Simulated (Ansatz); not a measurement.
## Worked example: correlation energy of SiP⁺, triplet

Geometry: that of the SiP, quartet, kept fixed.

```yaml
atoms:
  - { symbol: Si, position_ang: [0.0000, 0.0000, 0.0000] }
  - { symbol: P, position_ang: [0.0000, 0.0000, 2.3430] }
```

Basis cc-pVTZ; Ansatz 0.2.0. Correlated methods freeze the noble-gas cores, which leaves 8 electrons in 58 orbitals. Prefix R: restricted or restricted open-shell reference; prefix U: unrestricted.

Full CI isn't at hand for all of this; UCCSDT(Q) serves as the reference, and is uncertain by about the last step of the cluster series.

Runs differ by some tens of microhartree through their thresholds and, for an open shell, their frozen cores, so steps under 0.03 kcal/mol mean nothing.

```tsv
level	total energy (hartree)
UHF	-629.345022
UMP2	-629.505806
UCCSD	-629.541525
UCCSD(T)	-629.551979
UCCSDT	-629.554015
UCCSDT(Q)	-629.554800
```

Question: What is the correlation energy at UCCSDT(Q), and what share of it do UMP2 and UCCSD recover?

Answer: E(corr) = -629.554800 − (-629.345022) = -0.209778 hartree = -5.708 eV. UMP2: -0.160784 / -0.209778 = 76.64 %. UCCSD: -0.196503 / -0.209778 = 93.67 %.

Question: By how many kcal/mol does UCCSD(T) miss UCCSDT(Q) (1 hartree = 627.509 kcal/mol), and which steps make up the rest?

Answer: -629.551979 − (-629.554800) = 0.002821 hartree = 1.77 kcal/mol. Steps: UCCSDT − UCCSD(T) = -1.28, UCCSDT(Q) − UCCSDT = -0.49 kcal/mol. Differences between like states or geometries often cancel part of this.
